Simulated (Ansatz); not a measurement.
```yaml
crystal:
  periodic: [false, false, false]
  atoms:
    - {symbol: Mn, position_ang: [0.000000, 0.000000, 0.000000]}
    - {symbol: Si, position_ang: [0.000000, 0.000000, 2.500000]}
basis:
  gaussian: {orbitals: def2-TZVP}
magnetization: {spin_polarized: true, initial_magnetization: 5}
hamiltonian: {xc: pbe0}
relax: {f_tol: 0.004, max_steps: 80}
```

```sh
$ ansatz run in.yaml --threads 1 --pin off --events-out ev --progress --plain --max-ram 2176MiB
```

Steps of the relaxation (energy above the last step; positions in Å, forces in eV/Å):

```
2
step 1, 25.9 meV
Mn    0.000    0.000    0.000    0.000    0.000    0.527
Si    0.000    0.000    2.500    0.000    0.000   -0.527
```

```
2
step 2, 0.8 meV
Mn    0.000    0.000    0.039    0.000    0.000    0.102
Si    0.000    0.000    2.461    0.000    0.000   -0.102
```

```
2
step 3, 0.0 meV
Mn    0.000    0.000    0.047    0.000    0.000   -0.009
Si    0.000    0.000    2.453    0.000    0.000    0.009
```

```
2
step 4, 0.0 meV
Mn    0.000    0.000    0.046    0.000    0.000    0.000
Si    0.000    0.000    2.454    0.000    0.000    0.000
```

Close pairs at the end: Mn1–Si2 2.407 Å.

A stationary point of unrestricted PBE0 after 4 steps, with ⟨S²⟩ = 9.746 against 8.75 for a pure state. 47 s on 1 thread of Intel Xeon Platinum 8375C, shared host.
